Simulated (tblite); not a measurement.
Compound: C4H2OS.
Bonds: O1–C2 (double), C2–C3, C3–C4 (double), C4–C5, C5–S6 (double), C2–C4. Hydrogens: H7 on C3; H8 on C5.

Computed with GFN2-xTB (tblite), gas phase: L-BFGS steps from a force-field or distance-geometry start until the largest atomic force falls under 0.01 eV/Å.

Step 33: E = -456.1518 eV
```
atom  x, y, z in Å  |  force x, y, z in eV/Å
O1     -1.5134    1.9158   -0.2875   -0.057   0.071  -0.063
C2     -1.1513    0.8007   -0.1401    0.011   0.003   0.066
C3     -1.2138   -0.5641    0.1362    0.028   0.095   0.027
C4      0.0382   -0.1076   -0.1244   -0.036  -0.133  -0.029
C5      1.4252   -0.2173   -0.1454    0.112   0.020   0.017
S6      2.2685   -0.2294    1.2593   -0.015  -0.017  -0.064
H7     -1.7887   -1.4268    0.3791    0.018  -0.044  -0.029
H8      1.9443   -0.1619   -1.1017   -0.062   0.006   0.075
```

Step 34: E = -456.1530 eV
```
atom  x, y, z in Å  |  force x, y, z in eV/Å
O1     -1.5096    1.9138   -0.3062   -0.054   0.017  -0.063
C2     -1.1531    0.7979   -0.1481    0.046   0.042   0.081
C3     -1.2165   -0.5636    0.1413    0.004   0.061   0.051
C4      0.0374   -0.1125   -0.1141   -0.007  -0.073  -0.071
C5      1.4249   -0.2161   -0.1407    0.040   0.021   0.007
S6      2.2807   -0.2517    1.2540    0.010  -0.016   0.002
H7     -1.7918   -1.4253    0.3868    0.004  -0.048  -0.035
H8      1.9369   -0.1331   -1.0973   -0.044  -0.003   0.027
```

Step 35: E = -456.1539 eV
```
atom  x, y, z in Å  |  force x, y, z in eV/Å
O1     -1.5090    1.9127   -0.3218   -0.035  -0.047  -0.048
C2     -1.1542    0.7971   -0.1531    0.064   0.052   0.069
C3     -1.2167   -0.5614    0.1496    0.001   0.027   0.056
C4      0.0370   -0.1164   -0.1158   -0.007  -0.010  -0.063
C5      1.4250   -0.2146   -0.1423    0.020   0.014   0.016
S6      2.2776   -0.2760    1.2548   -0.005  -0.011  -0.025
H7     -1.7886   -1.4249    0.4004    0.003  -0.016  -0.043
H8      1.9379   -0.1070   -1.0961   -0.041  -0.009   0.039
```

Step 36: E = -456.1546 eV
```
atom  x, y, z in Å  |  force x, y, z in eV/Å
O1     -1.5096    1.9127   -0.3283   -0.010  -0.074  -0.025
C2     -1.1533    0.7984   -0.1517    0.061   0.048   0.031
C3     -1.2178   -0.5591    0.1536    0.000  -0.029   0.056
C4      0.0366   -0.1200   -0.1169    0.000   0.061  -0.032
C5      1.4255   -0.2137   -0.1417   -0.068  -0.006   0.019
S6      2.2787   -0.2818    1.2531    0.016  -0.011   0.022
H7     -1.7868   -1.4262    0.4010   -0.002   0.011  -0.039
H8      1.9356   -0.1009   -1.0935    0.003   0.000  -0.031
```

Problem. Estimate the geometry and energy of step 37. (The exact step hangs on the optimiser's Hessian estimate; all steps are aligned on step 36, rigid shifts and turns removed.)

Solution. E = -456.1551 eV, largest force 0.074 eV/Å
```
atom  x, y, z in Å  |  force x, y, z in eV/Å
O1     -1.5113    1.9103   -0.3381   -0.001  -0.066  -0.016
C2     -1.1518    0.7984   -0.1536    0.046   0.014   0.016
C3     -1.2172   -0.5580    0.1598    0.006  -0.021   0.045
C4      0.0364   -0.1212   -0.1192   -0.001   0.074  -0.003
C5      1.4255   -0.2133   -0.1422   -0.045  -0.001  -0.008
S6      2.2770   -0.2965    1.2535    0.001  -0.009  -0.002
H7     -1.7862   -1.4250    0.4083    0.001   0.018  -0.037
H8      1.9365   -0.0853   -1.0930   -0.007  -0.008   0.005
```

The energy changes by -0.0005 eV. The first-order estimate −F·Δx gives -0.0006 eV and the mean of the old and new forces, exact on a quadratic surface, -0.0005 eV. The step makes an angle of 82° with the force vector and moves no atom by more than 0.016 Å.

What follows is the cost of the whole relaxation. The run took 0.33 s on Arm Neoverse N1, one thread, on a shared host.
